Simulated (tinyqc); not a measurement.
Inside a calculation (part 1 of 2). Method: UHF in the sto-3g basis, for H2O, spin multiplicity 1. Computed by tinyqc, a small Python program that keeps every step (integrals from PySCF). Settings: charge = 0, multiplicity = 1, basis = sto-3g, energy threshold = 1e-10, iteration cap = 68, orthogonalisation = canonical, start = Wolfsberg-Helmholz matrix, DIIS depth = 3, DIIS from iteration = 2, damping = 0.7, method = UHF, break = 0.2. Command: `OMP_NUM_THREADS=1 python tinyqc.py 29516 29517 out.jsonl` (the two numbers bound the seeds that draw the settings). One thread of a shared host (Intel(R) Xeon(R) Processor @ 2.60GHz), about 0.2 s of CPU time with the checks. Later iterations appear only in the table of the cycle.

## One-electron integrals

Geometry (angstrom):
```
atom         x          y         z
O     0.000000   0.000000  0.000000
H     0.000000   0.967000  0.820000
H     0.000000  -0.956000  0.810000
```

Basis sto-3g: exponents (1/bohr^2) and contraction coefficients of normalised primitives:
```
element  l (shell)    exponent  coefficient
O            s (1)  130.709320     0.154329
O            s (1)   23.808861     0.535328
O            s (1)    6.443608     0.444635
O            s (2)    5.033151    -0.099967
O            s (2)    1.169596     0.399513
O            s (2)    0.380389     0.700115
O            p (3)    5.033151     0.155916
O            p (3)    1.169596     0.607684
O            p (3)    0.380389     0.391957
H            s (1)    3.425251     0.154329
H            s (1)    0.623914     0.535328
H            s (1)    0.168855     0.444635
```

Overlap, kinetic and nuclear-attraction integrals over the contracted functions; the nuclear repulsion is the sum of Za Zb / Rab.

nuclear repulsion = 6.99278119 hartree

overlap S, order 1O 1s, 1O 2s, 1O 2px, 1O 2py, 1O 2pz, 2H 1s, 3H 1s:
```
[[1.000000, 0.236704, 0.000000, 0.000000, 0.000000, 0.025895, 0.026799],
 [0.236704, 1.000000, 0.000000, 0.000000, 0.000000, 0.296322, 0.303610],
 [0.000000, 0.000000, 1.000000, 0.000000, 0.000000, 0.000000, 0.000000],
 [0.000000, 0.000000, 0.000000, 1.000000, 0.000000, 0.211085, -0.215378],
 [0.000000, 0.000000, 0.000000, 0.000000, 1.000000, 0.178996, 0.182485],
 [0.025895, 0.296322, 0.000000, 0.211085, 0.178996, 1.000000, 0.135092],
 [0.026799, 0.303610, 0.000000, -0.215378, 0.182485, 0.135092, 1.000000]]
```

kinetic energy T (hartree), order 1O 1s, 1O 2s, 1O 2px, 1O 2py, 1O 2pz, 2H 1s, 3H 1s:
```
[[29.003200, -0.168011, 0.000000, 0.000000, 0.000000, -0.008163, -0.008349],
 [-0.168011, 0.808128, 0.000000, 0.000000, 0.000000, 0.025537, 0.028655],
 [0.000000, 0.000000, 2.528731, 0.000000, 0.000000, 0.000000, 0.000000],
 [0.000000, 0.000000, 0.000000, 2.528731, 0.000000, 0.079030, -0.083678],
 [0.000000, 0.000000, 0.000000, 0.000000, 2.528731, 0.067016, 0.070899],
 [-0.008163, 0.025537, 0.000000, 0.079030, 0.067016, 0.760032, -0.008987],
 [-0.008349, 0.028655, 0.000000, -0.083678, 0.070899, -0.008987, 0.760032]]
```

nuclear attraction V (hartree), order 1O 1s, 1O 2s, 1O 2px, 1O 2py, 1O 2pz, 2H 1s, 3H 1s:
```
[[-61.458155, -7.381840, 0.000000, 0.000163, -0.011579, -0.825233, -0.854130],
 [-7.381840, -9.890247, 0.000000, 0.001938, -0.144372, -2.158544, -2.220222],
 [0.000000, 0.000000, -9.775268, 0.000000, 0.000000, 0.000000, 0.000000],
 [0.000163, 0.001938, 0.000000, -9.848690, 0.000987, -1.334990, 1.369869],
 [-0.011579, -0.144372, 0.000000, 0.000987, -9.828019, -1.164735, -1.193632],
 [-0.825233, -2.158544, 0.000000, -1.334990, -1.164735, -4.805180, -0.716814],
 [-0.854130, -2.220222, 0.000000, 1.369869, -1.193632, -0.716814, -4.842137]]
```

core Hamiltonian H = T + V (hartree), order 1O 1s, 1O 2s, 1O 2px, 1O 2py, 1O 2pz, 2H 1s, 3H 1s:
```
[[-32.454955, -7.549851, 0.000000, 0.000163, -0.011579, -0.833396, -0.862479],
 [-7.549851, -9.082119, 0.000000, 0.001938, -0.144372, -2.133007, -2.191568],
 [0.000000, 0.000000, -7.246537, 0.000000, 0.000000, 0.000000, 0.000000],
 [0.000163, 0.001938, 0.000000, -7.319959, 0.000987, -1.255960, 1.286190],
 [-0.011579, -0.144372, 0.000000, 0.000987, -7.299288, -1.097719, -1.122733],
 [-0.833396, -2.133007, 0.000000, -1.255960, -1.097719, -4.045148, -0.725801],
 [-0.862479, -2.191568, 0.000000, 1.286190, -1.122733, -0.725801, -4.082105]]
```

## Two-electron integrals

Functions are numbered as in S; the eight-fold symmetry (ij|kl) = (ji|kl) = (kl|ij) leaves the list below.

Two-electron integrals (ij|kl) in chemists' order, unique and non-zero (hartree):
```
(11|11) 4.785065    (21|11) 0.741380    (21|21) 0.136873    (22|11) 1.118947
(22|21) 0.256633    (22|22) 0.817206    (31|31) 0.024477    (32|31) 0.037809
(32|32) 0.180518    (33|11) 1.115814    (33|21) 0.256684    (33|22) 0.817023
(33|33) 0.880159    (41|41) 0.024477    (42|41) 0.037809    (42|42) 0.180518
(43|43) 0.047444    (44|11) 1.115814    (44|21) 0.256684    (44|22) 0.817023
(44|33) 0.785270    (44|44) 0.880159    (51|51) 0.024477    (52|51) 0.037809
(52|52) 0.180518    (53|53) 0.047444    (54|54) 0.047444    (55|11) 1.115814
(55|21) 0.256684    (55|22) 0.817023    (55|33) 0.785270    (55|44) 0.785270
(55|55) 0.880159    (61|11) 0.081952    (61|21) 0.015021    (61|22) 0.028049
(61|33) 0.027996    (61|41) 0.000507    (61|42) 0.000961    (61|44) 0.028090
(61|51) 0.000430    (61|52) 0.000815    (61|54) 0.000080    (61|55) 0.028064
(61|61) 0.001668    (62|11) 0.229195    (62|21) 0.053358    (62|22) 0.191954
(62|33) 0.188512    (62|41) 0.003032    (62|42) 0.024671    (62|44) 0.194405
(62|51) 0.002571    (62|52) 0.020921    (62|54) 0.004997    (62|55) 0.192750
(62|61) 0.005981    (62|62) 0.059214    (63|31) 0.005205    (63|32) 0.031652
(63|43) 0.004922    (63|53) 0.004174    (63|63) 0.007831    (64|11) 0.135770
(64|21) 0.031983    (64|22) 0.122905    (64|33) 0.117551    (64|41) 0.006773
(64|42) 0.046314    (64|44) 0.130930    (64|51) 0.001330    (64|52) 0.012433
(64|54) 0.007172    (64|55) 0.120092    (64|61) 0.003717    (64|62) 0.046159
(64|64) 0.043433    (65|11) 0.115131    (65|21) 0.027121    (65|22) 0.104222
(65|33) 0.099681    (65|41) 0.001330    (65|42) 0.012433    (65|44) 0.102678
(65|51) 0.006333    (65|52) 0.042195    (65|54) 0.007464    (65|55) 0.110185
(65|61) 0.003152    (65|62) 0.039142    (65|64) 0.030190    (65|65) 0.033432
(66|11) 0.412774    (66|21) 0.097601    (66|22) 0.404846    (66|33) 0.390187
(66|41) 0.006259    (66|42) 0.072349    (66|44) 0.415510    (66|51) 0.005308
(66|52) 0.061351    (66|54) 0.021474    (66|55) 0.408396    (66|61) 0.010991
(66|62) 0.168140    (66|64) 0.149868    (66|65) 0.127086    (66|66) 0.774606
(71|11) 0.084820    (71|21) 0.015546    (71|22) 0.029028    (71|33) 0.028974
(71|41) -0.000527   (71|42) -0.000999   (71|44) 0.029072    (71|51) 0.000446
(71|52) 0.000846    (71|54) -0.000083   (71|55) 0.029044    (71|61) 0.001703
(71|62) 0.006012    (71|64) 0.003464    (71|65) 0.003173    (71|66) 0.010993
(71|71) 0.001787    (72|11) 0.235752    (72|21) 0.054879    (72|22) 0.197242
(72|33) 0.193708    (72|41) -0.003124   (72|42) -0.025335   (72|44) 0.199764
(72|51) 0.002647    (72|52) 0.021466    (72|54) -0.005130   (72|55) 0.198055
(72|61) 0.005974    (72|62) 0.047889    (72|64) 0.026140    (72|65) 0.030731
(72|66) 0.108537    (72|71) 0.006367    (72|72) 0.062334    (73|31) 0.005370
(73|32) 0.032594    (73|43) -0.005065   (73|53) 0.004291    (73|63) 0.006102
(73|73) 0.008271    (74|11) -0.139246   (74|21) -0.032799   (74|22) -0.125916
(74|33) -0.120416   (74|41) 0.006983    (74|42) 0.047626    (74|44) -0.134169
(74|51) -0.001367   (74|52) -0.012737   (74|54) 0.007361    (74|55) -0.123017
(74|61) -0.003432   (74|62) -0.026032   (74|64) -0.008519   (74|65) -0.016427
(74|66) -0.055203   (74|71) -0.003947   (74|72) -0.048438   (74|74) 0.045508
(75|11) 0.117980    (75|21) 0.027790    (75|22) 0.106686    (75|33) 0.102026
(75|41) -0.001367   (75|42) -0.012737   (75|44) 0.105096    (75|51) 0.006528
(75|52) 0.043385    (75|54) -0.007666   (75|55) 0.112812    (75|61) 0.003142
(75|62) 0.030646    (75|64) 0.016440    (75|65) 0.025485    (75|66) 0.075424
(75|71) 0.003344    (75|72) 0.041040    (75|74) -0.031550   (75|75) 0.035003
(76|11) 0.070462    (76|21) 0.016579    (76|22) 0.065589    (76|33) 0.063956
(76|41) 2.48e-06    (76|42) 0.000036    (76|44) 0.065113    (76|51) 0.001190
(76|52) 0.011928    (76|54) 0.000008    (76|55) 0.067625    (76|61) 0.001842
(76|62) 0.020681    (76|64) 0.014140    (76|65) 0.015408    (76|66) 0.064571
(76|71) 0.001906    (76|72) 0.021163    (76|74) -0.014390   (76|75) 0.015711
(76|76) 0.009532    (77|11) 0.417382    (77|21) 0.098685    (77|22) 0.408937
(77|33) 0.393995    (77|41) -0.006386   (77|42) -0.073524   (77|44) 0.419821
(77|51) 0.005411    (77|52) 0.062296    (77|54) -0.021881   (77|55) 0.412535
(77|61) 0.010739    (77|62) 0.106684    (77|64) 0.054411    (77|65) 0.074398
(77|66) 0.273944    (77|71) 0.011505    (77|72) 0.173411    (77|74) -0.154026
(77|75) 0.130503    (77|76) 0.064571    (77|77) 0.774606
```

## Orthogonalisation

S = U s U^T; canonical form X = U s^(-1/2), so that X^T S X = 1. Each column of U has its largest component positive (the first on a tie).

eigenvalues of S: [0.527887, 0.623614, 0.884529, 1.000000, 1.109606, 1.241438, 1.612928]

X, order 1O 1s, 1O 2s, 1O 2px, 1O 2py, 1O 2pz, 2H 1s, 3H 1s:
```
[[-0.403916, -0.022306, 0.695218, 0.000000, 0.609919, 0.004793, 0.213098],
 [0.933769, 0.038044, -0.290536, 0.000000, 0.322861, 0.005279, 0.464801],
 [0.000000, 0.000000, 0.000000, 1.000000, 0.000000, 0.000000, 0.000000],
 [-0.037152, 0.790792, 0.001854, 0.000000, -0.000270, 0.700534, -0.005957],
 [0.440542, 0.016144, 0.683653, 0.000000, -0.599130, 0.001832, 0.230467],
 [-0.539688, -0.721721, -0.221112, 0.000000, -0.183580, 0.401703, 0.386106],
 [-0.610370, 0.674624, -0.215710, 0.000000, -0.179783, -0.391599, 0.395363]]
```

## Starting guess

The start is the generalised Wolfsberg-Helmholz matrix (K = 1.75) built on H, with HOMO and LUMO mixed by +/-0.2 rad for the two spins; D(s) = C_occ C_occ^T for each spin.

D(alpha) at the start, order 1O 1s, 1O 2s, 1O 2px, 1O 2py, 1O 2pz, 2H 1s, 3H 1s:
```
[[1.040297, -0.171614, 0.000776, -0.001214, 0.038193, -0.057153, -0.059234],
 [-0.171614, 0.754217, -0.003369, 0.004691, -0.141003, 0.165754, 0.171940],
 [0.000776, -0.003369, 0.960530, -0.100523, -0.001842, 0.158965, -0.148703],
 [-0.001214, 0.004691, -0.100523, 0.860913, 0.002040, 0.116241, -0.117807],
 [0.038193, -0.141003, -0.001842, 0.002040, 0.936640, 0.060864, 0.063318],
 [-0.057153, 0.165754, 0.158965, 0.116241, 0.060864, 0.093116, 0.002399],
 [-0.059234, 0.171940, -0.148703, -0.117807, 0.063318, 0.002399, 0.093660]]
```

D(beta) at the start, order 1O 1s, 1O 2s, 1O 2px, 1O 2py, 1O 2pz, 2H 1s, 3H 1s:
```
[[1.040297, -0.171614, -0.000776, -0.001214, 0.038193, -0.057153, -0.059234],
 [-0.171614, 0.754217, 0.003369, 0.004691, -0.141003, 0.165754, 0.171940],
 [-0.000776, 0.003369, 0.960530, 0.100523, 0.001842, -0.158965, 0.148703],
 [-0.001214, 0.004691, 0.100523, 0.860913, 0.002040, 0.116241, -0.117807],
 [0.038193, -0.141003, 0.001842, 0.002040, 0.936640, 0.060864, 0.063318],
 [-0.057153, 0.165754, -0.158965, 0.116241, 0.060864, 0.093116, 0.002399],
 [-0.059234, 0.171940, 0.148703, -0.117807, 0.063318, 0.002399, 0.093660]]
```

## Iteration 1: building the Fock matrix

J_ij = sum D_kl (ij|kl) with D = D(alpha) + D(beta), K_ij = sum D_kl (ik|jl) for each spin; F = H + J - K(s); E = tr D H + tr D J / 2 - 0.5 sum_s tr D(s) K(s) + E_nn.

Coulomb J (hartree), order 1O 1s, 1O 2s, 1O 2px, 1O 2py, 1O 2pz, 2H 1s, 3H 1s:
```
[[17.907380, 3.398372, 0.000000, 0.000267, -0.007793, 0.373126, 0.386154],
 [3.398372, 8.462577, 0.000000, 0.000748, -0.011538, 1.948735, 2.002755],
 [0.000000, 0.000000, 8.445283, 0.000000, 0.000000, 0.000000, 0.000000],
 [0.000267, 0.000748, 0.000000, 8.458179, -0.000185, 1.237109, -1.267544],
 [-0.007793, -0.011538, 0.000000, -0.000185, 8.461112, 1.050025, 1.075094],
 [0.373126, 1.948735, 0.000000, 1.237109, 1.050025, 4.123200, 0.661961],
 [0.386154, 2.002755, 0.000000, -1.267544, 1.075094, 0.661961, 4.164818]]
```

exchange K(alpha) (hartree), order 1O 1s, 1O 2s, 1O 2px, 1O 2py, 1O 2pz, 2H 1s, 3H 1s:
```
[[4.885760, 0.855212, 0.000063, -0.000088, 0.003265, 0.096448, 0.099778],
 [0.855212, 1.315954, -0.001786, 0.001432, -0.048777, 0.366986, 0.377066],
 [0.000063, -0.001786, 1.104733, -0.045579, -0.000834, 0.039634, -0.036999],
 [-0.000088, 0.001432, -0.045579, 1.098639, 0.000316, 0.217896, -0.222545],
 [0.003265, -0.048777, -0.000834, 0.000316, 1.124610, 0.171172, 0.175480],
 [0.096448, 0.366986, 0.039634, 0.217896, 0.171172, 0.293959, 0.106224],
 [0.099778, 0.377066, -0.036999, -0.222545, 0.175480, 0.106224, 0.304902]]
```

exchange K(beta) (hartree), order 1O 1s, 1O 2s, 1O 2px, 1O 2py, 1O 2pz, 2H 1s, 3H 1s:
```
[[4.885760, 0.855212, -0.000063, -0.000088, 0.003265, 0.096448, 0.099778],
 [0.855212, 1.315954, 0.001786, 0.001432, -0.048777, 0.366986, 0.377066],
 [-0.000063, 0.001786, 1.104733, 0.045579, 0.000834, -0.039634, 0.036999],
 [-0.000088, 0.001432, 0.045579, 1.098639, 0.000316, 0.217896, -0.222545],
 [0.003265, -0.048777, 0.000834, 0.000316, 1.124610, 0.171172, 0.175480],
 [0.096448, 0.366986, -0.039634, 0.217896, 0.171172, 0.293959, 0.106224],
 [0.099778, 0.377066, 0.036999, -0.222545, 0.175480, 0.106224, 0.304902]]
```

F(alpha) (hartree), order 1O 1s, 1O 2s, 1O 2px, 1O 2py, 1O 2pz, 2H 1s, 3H 1s:
```
[[-19.433335, -5.006691, -0.000063, 0.000518, -0.022636, -0.556718, -0.576103],
 [-5.006691, -1.935496, 0.001786, 0.001253, -0.107133, -0.551258, -0.565878],
 [-0.000063, 0.001786, 0.094014, 0.045579, 0.000834, -0.039634, 0.036999],
 [0.000518, 0.001253, 0.045579, 0.039581, 0.000486, -0.236747, 0.241191],
 [-0.022636, -0.107133, 0.000834, 0.000486, 0.037214, -0.218866, -0.223118],
 [-0.556718, -0.551258, -0.039634, -0.236747, -0.218866, -0.215907, -0.170063],
 [-0.576103, -0.565878, 0.036999, 0.241191, -0.223118, -0.170063, -0.222189]]
```

F(beta) (hartree), order 1O 1s, 1O 2s, 1O 2px, 1O 2py, 1O 2pz, 2H 1s, 3H 1s:
```
[[-19.433335, -5.006691, 0.000063, 0.000518, -0.022636, -0.556718, -0.576103],
 [-5.006691, -1.935496, -0.001786, 0.001253, -0.107133, -0.551258, -0.565878],
 [0.000063, -0.001786, 0.094014, -0.045579, -0.000834, 0.039634, -0.036999],
 [0.000518, 0.001253, -0.045579, 0.039581, 0.000486, -0.236747, 0.241191],
 [-0.022636, -0.107133, -0.000834, 0.000486, 0.037214, -0.218866, -0.223118],
 [-0.556718, -0.551258, 0.039634, -0.236747, -0.218866, -0.215907, -0.170063],
 [-0.576103, -0.565878, -0.036999, 0.241191, -0.223118, -0.170063, -0.222189]]
```

total energy of this density = -74.24130068 hartree

This density is the starting one.

## Iteration 1: diagonalisation and new density

Diagonalise F' = X^T F X, C = X C', fill 5 alpha and 5 beta electrons from the bottom; D(s) = C_occ C_occ^T; the new density keeps 0.7 of the old one (damping). Each column has its largest component positive (the first on a tie).

F' = X^T F X (alpha) (hartree):
```
[[-0.512654, -0.071993, 2.613238, -0.000826, 2.542150, 0.014680, 1.101516],
 [-0.071993, 0.501224, 0.168930, 0.089692, 0.172333, 0.134359, 0.077092],
 [2.613238, 0.168930, -7.198005, 0.000874, -8.072920, -0.069404, -3.997739],
 [-0.000826, 0.089692, 0.000874, 0.094014, 0.000650, 0.001530, 0.000062],
 [2.542150, 0.172333, -8.072920, 0.000650, -9.071308, -0.079173, -4.659219],
 [0.014680, 0.134359, -0.069404, 0.001530, -0.079173, -0.262283, -0.042091],
 [1.101516, 0.077092, -3.997739, 0.000062, -4.659219, -0.042091, -3.108666]]
```

orbital energies (alpha) (hartree): [-19.443304, -0.819332, -0.284484, -0.082507, 0.077064, 0.448491, 0.546393]

coefficients C (alpha), order 1O 1s, 1O 2s, 1O 2px, 1O 2py, 1O 2pz, 2H 1s, 3H 1s:
```
[[0.993929, -0.217588, -0.001343, 0.132318, -0.000495, -0.107580, 0.009352],
 [0.025455, 0.783774, 0.006490, -0.594708, 0.001555, 0.554042, -0.049563],
 [0.000001, -0.001157, 0.036248, 0.009979, 0.980448, 0.026289, 0.191353],
 [-0.000071, -0.001846, 0.555411, -0.003520, -0.193202, 0.063484, 0.876165],
 [0.002688, 0.135243, -0.000545, 0.682618, -0.015936, 0.765434, -0.058183],
 [-0.004053, 0.248671, 0.512700, 0.348107, 0.105223, -0.656995, -0.562647],
 [-0.004184, 0.255980, -0.506094, 0.343167, -0.098144, -0.574293, 0.661287]]
```

F' = X^T F X (beta) (hartree):
```
[[-0.512654, -0.071993, 2.613238, 0.000826, 2.542150, 0.014680, 1.101516],
 [-0.071993, 0.501224, 0.168930, -0.089692, 0.172333, 0.134359, 0.077092],
 [2.613238, 0.168930, -7.198005, -0.000874, -8.072920, -0.069404, -3.997739],
 [0.000826, -0.089692, -0.000874, 0.094014, -0.000650, -0.001530, -0.000062],
 [2.542150, 0.172333, -8.072920, -0.000650, -9.071308, -0.079173, -4.659219],
 [0.014680, 0.134359, -0.069404, -0.001530, -0.079173, -0.262283, -0.042091],
 [1.101516, 0.077092, -3.997739, -0.000062, -4.659219, -0.042091, -3.108666]]
```

orbital energies (beta) (hartree): [-19.443304, -0.819332, -0.284484, -0.082507, 0.077064, 0.448491, 0.546393]

coefficients C (beta), order 1O 1s, 1O 2s, 1O 2px, 1O 2py, 1O 2pz, 2H 1s, 3H 1s:
```
[[0.993929, -0.217588, -0.001343, 0.132318, 0.000495, -0.107580, 0.009352],
 [0.025455, 0.783774, 0.006490, -0.594708, -0.001555, 0.554042, -0.049563],
 [-0.000001, 0.001157, -0.036248, -0.009979, 0.980448, -0.026289, -0.191353],
 [-0.000071, -0.001846, 0.555411, -0.003520, 0.193202, 0.063484, 0.876165],
 [0.002688, 0.135243, -0.000545, 0.682618, 0.015936, 0.765434, -0.058183],
 [-0.004053, 0.248671, 0.512700, 0.348107, -0.105223, -0.656995, -0.562647],
 [-0.004184, 0.255980, -0.506094, 0.343167, 0.098144, -0.574293, 0.661287]]
```

D(alpha) after iteration 1, order 1O 1s, 1O 2s, 1O 2px, 1O 2py, 1O 2pz, 2H 1s, 3H 1s:
```
[[1.044032, -0.187312, 0.000855, -0.001086, 0.045808, -0.043852, -0.045580],
 [-0.187312, 0.818553, -0.003883, 0.004468, -0.188677, 0.113409, 0.118259],
 [0.000855, -0.003883, 0.961179, -0.121164, -0.003986, 0.148756, -0.137525],
 [-0.001086, 0.004468, -0.121164, 0.706387, 0.001465, 0.160193, -0.161608],
 [0.045808, -0.188677, -0.003986, 0.001465, 0.801003, 0.123391, 0.125532],
 [-0.043852, 0.113409, 0.148756, 0.160193, 0.123391, 0.202271, -0.024322],
 [-0.045580, 0.118259, -0.137525, -0.161608, 0.125532, -0.024322, 0.200283]]
```

D(beta) after iteration 1, order 1O 1s, 1O 2s, 1O 2px, 1O 2py, 1O 2pz, 2H 1s, 3H 1s:
```
[[1.044032, -0.187312, -0.000855, -0.001086, 0.045808, -0.043852, -0.045580],
 [-0.187312, 0.818553, 0.003883, 0.004468, -0.188677, 0.113409, 0.118259],
 [-0.000855, 0.003883, 0.961179, 0.121164, 0.003986, -0.148756, 0.137525],
 [-0.001086, 0.004468, 0.121164, 0.706387, 0.001465, 0.160193, -0.161608],
 [0.045808, -0.188677, 0.003986, 0.001465, 0.801003, 0.123391, 0.125532],
 [-0.043852, 0.113409, -0.148756, 0.160193, 0.123391, 0.202271, -0.024322],
 [-0.045580, 0.118259, 0.137525, -0.161608, 0.125532, -0.024322, 0.200283]]
```
